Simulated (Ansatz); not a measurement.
## Nudged elastic band run: CH6BS, charge +1

The input (input.yaml):

```yaml
crystal:
  periodic: [false, false, false]
  atoms:
    - { symbol: C, position_ang: [-0.607054, 0.969307, -0.601071] }
    - { symbol: B, position_ang: [0.189535, -0.32684, -0.544909] }
    - { symbol: S, position_ang: [0.239925, -1.348064, 1.165794] }
    - { symbol: H, position_ang: [-1.392258, 0.860047, -1.370205] }
    - { symbol: H, position_ang: [0.043148, 1.766693, -1.001992] }
    - { symbol: H, position_ang: [-1.074019, 1.330271, 0.318295] }
    - { symbol: H, position_ang: [0.768912, -0.937824, -1.373312] }
    - { symbol: H, position_ang: [1.497283, -1.898661, 1.236157] }
    - { symbol: H, position_ang: [0.334529, -0.414939, 2.171243] }
total_charge: 1
basis:
  gaussian: { orbitals: "6-31G" }
hamiltonian:
  xc: b3lyp
  dispersion: d4
neb:
  order_check: false
  images: 1
  f_tol: 0.03
  max_iterations: 60
  climbing: false
  final_atoms:
    - { symbol: C, position_ang: [-0.59415894, 0.97740345, -0.60170257] }
    - { symbol: B, position_ang: [0.41121448, -0.16070474, -0.49354212] }
    - { symbol: S, position_ang: [0.16756305, -1.52352095, 0.93978315] }
    - { symbol: H, position_ang: [-1.37534434, 1.05211411, 0.15847681] }
    - { symbol: H, position_ang: [-1.07908714, 0.91412228, -1.59249595] }
    - { symbol: H, position_ang: [-0.04527602, 1.93471386, -0.63915343] }
    - { symbol: H, position_ang: [1.32926099, -0.47417874, -1.16754341] }
    - { symbol: H, position_ang: [1.43406669, -1.87916479, 1.33759723] }
    - { symbol: H, position_ang: [-0.24823777, -0.84079449, 2.05858028] }
  initial_path:
    images:
      - { positions_ang: [[-0.607054, 0.969307, -0.601071], [0.189535, -0.32684, -0.544909], [0.239925, -1.348064, 1.165794], [-1.392258, 0.860047, -1.370205], [0.043148, 1.766693, -1.001992], [-1.074019, 1.330271, 0.318295], [0.768912, -0.937824, -1.373312], [1.497283, -1.898661, 1.236157], [0.334529, -0.414939, 2.171243]] }
      - { positions_ang: [[-0.64241141, 0.89682497, -0.76291011], [0.46644154, 0.07836342, -0.11979387], [-0.07401887, -1.31127883, 1.11949628], [-1.63167022, 0.59882414, -0.39783925], [-0.66877163, 0.8541825, -1.84906624], [-0.59843937, 1.95238026, -0.47348965], [1.61609457, 0.1681827, -0.27261867], [0.7533852, -2.26536656, 0.65455634], [0.77939119, -0.97212259, 2.10166517]] }
      - { positions_ang: [[-0.59415894, 0.97740345, -0.60170257], [0.41121448, -0.16070474, -0.49354212], [0.16756305, -1.52352095, 0.93978315], [-1.37534434, 1.05211411, 0.15847681], [-1.07908714, 0.91412228, -1.59249595], [-0.04527602, 1.93471386, -0.63915343], [1.32926099, -0.47417874, -1.16754341], [1.43406669, -1.87916479, 1.33759723], [-0.24823777, -0.84079449, 2.05858028]] }
```

Command:

```bash
$ ansatz run input.yaml --threads 1 --pin off --max-ram 2048MiB --backend cpu --events-out ev --progress --plain --runs-dir out
```

Output, in part (warnings, iteration lines, the closing report on the highest movable image, with atoms numbered from 0):

```
NEB end point (image 0): max|allowed force component| = 6.770e-3 eV/Å (the criterion of neb.relax_end_points is 1.000e-2)
NEB end point (image 2): max|allowed force component| = 1.080e-2 eV/Å (the criterion of neb.relax_end_points is 1.000e-2)
NEB iter   1: max|band force component| = 2.512e0 eV/Å  barrier→ = 0.4125 eV  barrier← = 0.4124 eV  Δτ_max = 0.1764 Å  (66 SCF iters)
NEB iter   2: max|band force component| = 1.525e0 eV/Å  barrier→ = 0.3251 eV  barrier← = 0.3251 eV  Δτ_max = 0.1952 Å  (24 SCF iters)
NEB iter   3: max|band force component| = 8.043e-1 eV/Å  barrier→ = 0.2743 eV  barrier← = 0.2742 eV  Δτ_max = 0.1961 Å  (24 SCF iters)
NEB iter   4: max|band force component| = 4.860e-1 eV/Å  barrier→ = 0.2300 eV  barrier← = 0.2299 eV  Δτ_max = 0.0806 Å  (24 SCF iters)
NEB iter   5: max|band force component| = 3.356e-1 eV/Å  barrier→ = 0.1938 eV  barrier← = 0.1938 eV  Δτ_max = 0.1303 Å  (22 SCF iters)
NEB iter   6: max|band force component| = 1.611e-1 eV/Å  barrier→ = 0.1686 eV  barrier← = 0.1685 eV  Δτ_max = 0.1996 Å  (25 SCF iters)
NEB iter   7: max|band force component| = 1.790e-1 eV/Å  barrier→ = 0.1540 eV  barrier← = 0.1540 eV  Δτ_max = 0.1002 Å  (24 SCF iters)
NEB iter   8: max|band force component| = 1.678e-1 eV/Å  barrier→ = 0.1429 eV  barrier← = 0.1428 eV  Δτ_max = 0.0998 Å  (21 SCF iters)
NEB iter   9: max|band force component| = 1.045e-1 eV/Å  barrier→ = 0.1317 eV  barrier← = 0.1317 eV  Δτ_max = 0.1002 Å  (21 SCF iters)
NEB iter  10: max|band force component| = 1.306e-1 eV/Å  barrier→ = 0.1202 eV  barrier← = 0.1202 eV  Δτ_max = 0.0500 Å  (21 SCF iters)
NEB iter  11: max|band force component| = 7.892e-2 eV/Å  barrier→ = 0.1139 eV  barrier← = 0.1138 eV  Δτ_max = 0.0501 Å  (22 SCF iters)
NEB iter  12: max|band force component| = 7.988e-2 eV/Å  barrier→ = 0.1077 eV  barrier← = 0.1077 eV  Δτ_max = 0.0250 Å  (22 SCF iters)
NEB iter  13: max|band force component| = 6.286e-2 eV/Å  barrier→ = 0.1047 eV  barrier← = 0.1046 eV  Δτ_max = 0.0250 Å  (21 SCF iters)
NEB iter  14: max|band force component| = 5.243e-2 eV/Å  barrier→ = 0.1017 eV  barrier← = 0.1017 eV  Δτ_max = 0.0250 Å  (22 SCF iters)
NEB iter  15: max|band force component| = 5.331e-2 eV/Å  barrier→ = 0.0987 eV  barrier← = 0.0987 eV  Δτ_max = 0.0500 Å  (21 SCF iters)
NEB iter  16: max|band force component| = 5.342e-2 eV/Å  barrier→ = 0.0928 eV  barrier← = 0.0928 eV  Δτ_max = 0.0500 Å  (22 SCF iters)
NEB iter  17: max|band force component| = 7.645e-2 eV/Å  barrier→ = 0.0868 eV  barrier← = 0.0867 eV  Δτ_max = 0.0250 Å  (22 SCF iters)
NEB iter  18: max|band force component| = 7.091e-2 eV/Å  barrier→ = 0.0836 eV  barrier← = 0.0836 eV  Δτ_max = 0.0250 Å  (22 SCF iters)
NEB iter  19: max|band force component| = 4.928e-2 eV/Å  barrier→ = 0.0804 eV  barrier← = 0.0804 eV  Δτ_max = 0.0250 Å  (21 SCF iters)
NEB iter  20: max|band force component| = 5.425e-2 eV/Å  barrier→ = 0.0772 eV  barrier← = 0.0772 eV  Δτ_max = 0.0500 Å  (22 SCF iters)
NEB iter  21: max|band force component| = 6.739e-2 eV/Å  barrier→ = 0.0709 eV  barrier← = 0.0709 eV  Δτ_max = 0.1000 Å  (22 SCF iters)
NEB iter  22: max|band force component| = 8.554e-2 eV/Å  barrier→ = 0.0585 eV  barrier← = 0.0585 eV  Δτ_max = 0.0500 Å  (21 SCF iters)
NEB iter  23: max|band force component| = 8.904e-2 eV/Å  barrier→ = 0.0523 eV  barrier← = 0.0523 eV  Δτ_max = 0.0250 Å  (21 SCF iters)
NEB iter  24: max|band force component| = 7.953e-2 eV/Å  barrier→ = 0.0491 eV  barrier← = 0.0490 eV  Δτ_max = 0.0250 Å  (21 SCF iters)
NEB iter  25: max|band force component| = 7.122e-2 eV/Å  barrier→ = 0.0458 eV  barrier← = 0.0458 eV  Δτ_max = 0.0500 Å  (21 SCF iters)
NEB iter  26: max|band force component| = 5.508e-2 eV/Å  barrier→ = 0.0399 eV  barrier← = 0.0398 eV  Δτ_max = 0.1000 Å  (21 SCF iters)
NEB iter  27: max|band force component| = 1.181e-1 eV/Å  barrier→ = 0.0300 eV  barrier← = 0.0300 eV  Δτ_max = 0.0500 Å  (22 SCF iters)
NEB iter  28: max|band force component| = 1.764e-1 eV/Å  barrier→ = 0.0274 eV  barrier← = 0.0274 eV  Δτ_max = 0.0250 Å  (22 SCF iters)
NEB iter  29: max|band force component| = 2.672e-2 eV/Å  barrier→ = 0.0223 eV  barrier← = 0.0223 eV  Δτ_max = 0.0000 Å  (45 SCF iters)
Total energy: -12637.69672431 eV, -464.4267884798 hartree
Atom 0 at    -0.669012     0.782370    -0.804931 Å, force     0.024655    -0.003064     0.022029 eV/Å
Atom 1 at     0.615329     0.243053    -0.182861 Å, force    -0.020685     0.017291    -0.017491 eV/Å
Atom 2 at     0.450112    -0.764037     1.542992 Å, force     0.015552    -0.003302    -0.005728 eV/Å
Atom 3 at    -1.141999    -0.002709    -1.424122 Å, force     0.004187    -0.008772    -0.016208 eV/Å
Atom 4 at    -0.443779     1.610151    -1.486967 Å, force    -0.009202     0.004370     0.004240 eV/Å
Atom 5 at    -1.434643     1.109127    -0.089258 Å, force     0.002515    -0.020030    -0.008536 eV/Å
Atom 6 at     1.758133     0.320434    -0.471496 Å, force    -0.001712     0.006498     0.013174 eV/Å
Atom 7 at    -0.611894    -1.623254     1.383422 Å, force    -0.027207     0.026701     0.019009 eV/Å
Atom 8 at     1.477753    -1.675145     1.533220 Å, force     0.011897    -0.019694    -0.010488 eV/Å
Dipole moment:     0.070871    -0.474908    -0.039770 e Å
```

The run converged. The dihedral H6–C1–B2–S3 jumps by 95° between images 1 and 2, so the path isn't resolved there. No image climbed, so the highest image needn't sit at the top of the path. A band with more images between the same ends climbed to 0.17 eV, so this one has probably stepped over the top. So few images can step over the top or miss a turn of the path. Limits of this set-up: no polarisation functions, the dipole of an ion depends on the origin.

Final band (atoms are numbered from 1 in the order of the input):

| image | path coordinate (Å) | energy (eV) | dihedral H6–C1–B2–S3 (°) |
| --- | --- | --- | --- |
| 0 | 0.00 | 0.000 | 4 |
| 1 | 3.47 | 0.022 | 34 |
| 2 | 6.95 | 0.000 | 129 |

Run time: 49 s on 1 CPU thread of a shared host.
